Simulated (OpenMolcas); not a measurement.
# Which level was it?

CPO− has 3 atoms, charge -1, and is taken as a singlet. SMILES: `[O-]C#P`. The shape is that of a GFN2-xTB optimisation.

| atom | x (Å) | y (Å) | z (Å) |
| --- | --- | --- | --- |
| O | 0.7772 | 0.9277 | 0.5293 |
| C | 0.0765 | 0.0906 | 0.0522 |
| P | -0.8538 | -1.0183 | -0.5815 |

Orbital energies are those of the mean-field step.

A calculation with OpenMolcas 26.06 gave:

| Quantity | Value |
| --- | --- |
| total energy | -453.4496 Eh |
| HOMO energy | -2.33 eV |
| LUMO energy | 10.22 eV |
| HOMO–LUMO gap | 12.56 eV |
| largest force | 2.850 eV/Å |

Question: Which of these levels gave the numbers?
A. PBE0/pcseg-1
B. HF/3-21G
C. HF/6-31G** (spherical functions)
D. CCSD/6-311G** (RICD fitting)

Answer: C. The others give -451.0950 Eh (HF/3-21G), -453.9531 Eh (CCSD/6-311G** (RICD fitting)), -454.4244 Eh (PBE0/pcseg-1).
